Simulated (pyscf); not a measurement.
Optimised with ωB97X-D3(BJ)/def2-SVP in PySCF.

Q: Estimate the classical barrier height and the reaction energy of O=CH–OH + SiH₄ -> HO–SiH₃ + H₂C=O at ωB97M-D3(BJ)/def2-TZVP. The step runs on the singlet surface, breaks C–O, H–Si and forms O–Si, C–H; take the separated reactants as zero.

A: ΔE‡ = 199.6 kJ/mol, ΔE = -37.0 kJ/mol. CCSD(T)/def2-TZVPP + ΔMP2(QZVPP) gives 204.6 kJ/mol and -46.2 kJ/mol. Zero-point energy shifts the barrier by +3.4 kJ/mol. It is a four-centre exchange, with an imaginary mode of 717i cm⁻¹. On the product side the descent ends in a complex (not fully relaxed), 23.5 kJ/mol under the separated species and 257.8 kJ/mol under the saddle at ωB97X-D3(BJ)/def2-TZVP. One saddle was located; it need not be the lowest between these sides. The CCSD(T) − MP2 part came from Ansatz, without density fitting, on the same reference.
